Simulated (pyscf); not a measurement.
PySCF, gas phase, ωB97X-D3(BJ)/def2-SVP geometries. Correlated levels are frozen-core, on RHF or UHF. ΔMP2 is the change of the MP2 total energy from the triple- to the quadruple-zeta basis.

**Question.** Estimate by transition-state theory (the high-pressure limit) the rate constant of O=Mg + methane (CH₄) → H₃C–Mg–OH (singlet surface; C–H broken, C–Mg, H–O formed) at 600 K, with CCSD(T)/def2-TZVPP + ΔMP2(QZVPP) energies (ideal gas, 1 atm, RRHO with modes under 100 cm⁻¹ raised to 100, one conformer, R ln 2 for chiral ones without a mode under 150 cm⁻¹; no tunnelling).

**Answer.** The electronic barrier is 9.9 kcal/mol and the thermal terms add +13.4, so ΔG‡ = 23.4 kcal/mol. With k_BT/h = 1.25e+13 s⁻¹ and RT = 1.192 kcal/mol, and a volume of 8.18e-20 cm³ per molecule at 1 atm, k = 3.2e-15 cm³ molecule⁻¹ s⁻¹. The product is born with the 85 kcal/mol of the reverse barrier and needs collisions to keep. Wigner's tunnelling factor for 1125i cm⁻¹ would be 1.30. A shift of 1 kcal/mol in the barrier changes k by a factor 2.3. On the reactant side the descent ends in a complex, 6.5 kcal/mol under the separated species and 10.9 kcal/mol under the saddle at ωB97X-D3(BJ)/def2-TZVP. At the saddle there is also a short H–Mg contact that neither side keeps. At ωB97X-D3(BJ) the barrier from the zero used here is 4.4 kcal/mol. This is the saddle that the search found; another between the same sides may lie lower. 2 of the closed-shell references are unstable towards spin polarisation; treat their single-reference values with care. The CCSD(T) − MP2 part came from Ansatz, without density fitting, on the same reference. The frozen core leaves the outer d or s,p core shells of the metals and heavy elements correlated in the MP2 and CC values, and def2-TZVPP describes them poorly, which can shift differences by a few kcal/mol.
